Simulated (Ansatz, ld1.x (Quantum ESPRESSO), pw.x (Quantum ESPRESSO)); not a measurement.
Sr: one change to the TM potential, in the atom and in the diamond crystal

```json
{
  "Element": "strontium",
  "Generator": "ld1.x (Quantum ESPRESSO) 7.5",
  "Type": "norm-conserving Troullier–Martins (Kleinman–Bylander form)",
  "Functional": "PBEsol",
  "Relativity": "scalar-relativistic",
  "Frozen core": "[Kr]",
  "Valence charge": "2",
  "Reference configuration": "4d0 5s2 5p0",
  "Partial waves": "5p (bound, empty): rc 3.35 bohr; 4d (bound, empty): rc 3.75 bohr; 5s (bound): rc 2.70 bohr",
  "Local potential": "the s channel",
  "Core correction": "Bessel-smoothed model core inside 1.60 bohr"
}
```

Change: local potential the d channel.

Cutoffs, loose and tight: the cutoffs (Ry, on a coarse ladder) from which the occupation-weighted sum of valence levels, in a spherical-Bessel basis at the reference potential, stays within 10 and 1 mRy of its value at 400 Ry. They do not see the model core or the augmentation charge, which bear on the density cutoff. Test errors are all-electron minus pseudo excitation energies from the reference, over the configurations 4d0 5s1 5p0; 4d0 5s1.5 5p0; 4d0 5s1 5p1; 4d0 5s0 5p1; 4d1 5s1 5p0; 4d1 5s0 5p0; 4d0 5s0 5p2; variants that change the core or the reference have their own tests.

Crystal test: diamond Sr in pw.x 7.5, no spin, 8³ k-points, Fermi–Dirac smearing 0.01 Ry, cutoffs set for each file from its atomic test. The reference is all-electron LAPW (Ansatz 0.2.0) with the same functional, mesh and smearing; V0 and B0 come from Birch–Murnaghan fits to the pressures at five volumes. Errors are pseudo minus all-electron; Δ is the rms difference of the E(V) curves that follow from these fits, minima aligned, over ±6 % about the mean V0. Mesh and smearing are coarse, so the numbers serve the comparison and aren't converged zero-temperature values; the lattice is a test structure that the element need not adopt.

All-electron: a0 = 9.339 Å (V0 = 101.82 Å³/atom), B0 = 3.0 GPa.

Task: Does the change bring the crystal closer to the all-electron result?

Result: The mean pressure error goes from -0.00 to +0.37 GPa, so the change moves the solid further from the all-electron pressures.

```csv
quantity,base,changed
outcome (atom),generated,generated
"cutoff, loose (atom)",8 Ry,8 Ry
"cutoff, tight (atom)",18 Ry,18 Ry
bound ghosts (atom),none,s
largest test error (meV) (atom),-34,+29 over the solved tests; 1 of 7 tests not solved or not reliable
cutoffs in pw.x (Ry),50/200,50/200
a0 (Å),9.335,–
a0 error (%),-0.04,–
B0 error (%),+2.7,–
Δ (meV/atom),0.1,–
mean pressure error (GPa),-0.00,+0.37
```

A dash: not determined, or the minimum lies outside the volumes sampled.

Base: The logarithmic derivative shows an extra or strongly shifted pseudo pole above the reference energy (s near 1.49 Ry). Changed file: This is a poor potential for the solid. Note: ghost state, extra bound levels that the all-electron valence spectrum of the same l lacks: s at -12.6 eV. A true bound ghost makes a file unfit for plane-wave use. Atomic configuration tests: 1 of 7 tests not solved or not reliable. The logarithmic derivative shows an extra or strongly shifted pseudo pole above the reference energy (p near 0.14 Ry). The atomic cutoffs weigh occupied waves only.
